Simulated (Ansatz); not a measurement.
# HO₂ radical: how energies converge with the basis set

An exercise on one series of results from a longer session: the logs are not shown, and one member is left open.

Computed with Ansatz 0.2.0, Gaussian basis. Level: one geometry, several basis sets.

The runs, in order: PBE0-D4/def2-SVP; ωB97M-V/def2-SVP; PBE0-D4/def2-QZVPP; ωB97M-V/def2-QZVPP; CCSD(T)/cc-pV(D+d)Z; CCSD(T)/cc-pV(T+d)Z; CCSD(T)/cc-pV(Q+d)Z; the functionals' def2-TZVPP values are taken from earlier runs.

### The geometry

The geometry comes from an earlier relaxation with PBE0-D4 in a triple-zeta def2 set; it is a stationary point.

SMILES `[O]O`, 3 atoms, charge 0, spin multiplicity 2.

Atoms are counted from 1 here; the program's logs count them from 0.

Bond lengths: O1–O2 1.309 Å, O2–H3 0.975 Å. Angles: O1–O2–H3 105.8°.

As a file:

```
atom     x (Å)     y (Å)     z (Å)
  O1  -0.35378   0.94254  -0.08787
  O2  -0.24509  -0.35891  -0.17268
  H3   0.59887  -0.58363   0.26055
```

Set-up of the first run:

in.yaml reads:

```yaml
crystal:
  periodic: [false, false, false]
  atoms:
    - {symbol: O, position_ang: [-0.353780, 0.942536, -0.087866]}
    - {symbol: O, position_ang: [-0.245094, -0.358907, -0.172684]}
    - {symbol: H, position_ang: [0.598874, -0.583629, 0.260550]}
basis:
  gaussian: {orbitals: def2-SVP}
magnetization: {spin_polarized: true, initial_magnetization: 1}
hamiltonian: {xc: pbe0, dispersion: d4}
output: {orbitals: {seedname: orbitals}}
```

On the command line:

```
ansatz run in.yaml --threads 2 --pin off --events-out ev --progress --plain --max-ram 20480MiB --backend cpu
```

Steps of the session up to this table: PBE0-D4 in def2-SVP; ωB97M-V in def2-SVP; PBE0-D4 in def2-QZVPP; ωB97M-V in def2-QZVPP.

One table of the session follows, with a row left open; its other results are not shown here.

| functional | basis | HOMO (eV) | LUMO (eV) |
| --- | --- | --- | --- |
| PBE0-D4 | def2-SVP | -7.74 | -2.60 |
| PBE0-D4 | def2-TZVPP | -8.05 | -2.92 |
| PBE0-D4 | def2-QZVPP | -8.11 | -2.98 |
| ωB97M-V | def2-SVP | -10.22 | -0.16 |
| ωB97M-V | def2-TZVPP | ? | ? |
| ωB97M-V | def2-QZVPP | -10.63 | -0.67 |

**Question.** Estimate the row for ωB97M-V, def2-TZVPP.

The run gave: HOMO (eV): -10.56; LUMO (eV): -0.57. In the column «HOMO (eV)» it lies between ωB97M-V, def2-QZVPP (-10.63) and ωB97M-V, def2-SVP (-10.22).
